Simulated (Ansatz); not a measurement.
# Trigonal Se: smallest direct gap on the k points sampled by level of theory

No measured value is used here.

Put these levels in order of the smallest direct gap on the k points sampled that they give for trigonal Se, smallest first: B3LYP (VWN-RPA form) (Ansatz, a first-principles code), G0W0@PBE (Ansatz), LDA+SOC (Ansatz), r²SCAN+SOC (Ansatz), r²SCAN0 (Ansatz).

LDA+SOC (1.00 eV), r²SCAN+SOC (1.39 eV), G0W0@PBE (1.97 eV), B3LYP (VWN-RPA form) (2.41 eV), r²SCAN0 (2.88 eV)

Computed values are for a static lattice. Levels without +SOC have no spin–orbit coupling; where heavier elements are present it shifts gaps, mostly down, and can invert bands.  A ± on a computed value is a rough bar: the spread of its extrapolation, a floor set from checks against published values, or a statistical error. Values are at the measured cell. Cutoffs and k meshes differ between the levels. Ansatz's density-functional and Hartree–Fock values are scalar-relativistic unless marked +SOC, with PAW data made under PBE.
